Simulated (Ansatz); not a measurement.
Total energies of Li3H3 (the lowest singlet isomer of a short search) from Ansatz at CCSD(T)/def2-TZVPP, gas phase (1 Eh = 27.2114 eV = 2625.5 kJ/mol). The reference geometry is relaxed at r2SCAN-D4/def2-TZVP.

```xyz
6

Li    1.220   -0.978   -0.428
Li   -0.472    0.077    1.549
Li   -0.748    0.900   -1.121
H     0.521   -0.087   -1.714
H     0.824   -0.999    1.239
H    -1.345    1.087    0.475
```

```tsv
state	geometry	energy (Eh)
charge 0 singlet	reference	-24.32291
charge 1 doublet	reference	-23.98876
charge 0 triplet	relaxed at r2SCAN-D4/def2-TZVP	-24.22915
charge 0 quintet	relaxed at r2SCAN-D4/def2-TZVP	-24.07729
free Li atom (doublet)	–	-7.46805
free H atom (doublet)	–	-0.49981
```

Correlated methods freeze no core orbitals; core or outer-core shells of Li are correlated, in sets that lack core-valence functions. In CCSD on the charge 1 doublet the largest single amplitude is 0.28, so its Hartree–Fock determinant may place the open shell otherwise than the density functionals do.

(1) Work out the vertical ionisation energy to the doublet.

(2) Which of the charge 0 states is lowest, and how far above it are the others?

(3) What is the binding energy per atom against free atoms?

(1) E(charge 1 doublet) − E(charge 0 singlet) = -23.98876 − (-24.32291) = 0.33415 Eh = 9.09 eV.

(2) The singlet. triplet: -24.22915 − (-24.32291) = 0.09376 Eh = 246.2 kJ/mol; quintet: -24.07729 − (-24.32291) = 0.24562 Eh = 644.9 kJ/mol. The quintet has fallen apart, so its energy is that of loose fragments and no spin gap. The triplet differs in its bonds from the reference. The quintet differs in its bonds from the reference.

(3) Atoms: 3 × (-7.46805) + 3 × (-0.49981) = -23.90358 Eh. Binding: -23.90358 − (-24.32291) = 0.41933 Eh = 11.41 eV, or 1.90 eV for each of 6 atoms (no zero-point energy, no counterpoise term).

At CCSD(T)/def2-TZVPP T1 of the charge 1 doublet is large (up to 0.061), so the single-reference result is doubtful. 

The structure comes from a short search, and lower isomers may exist.
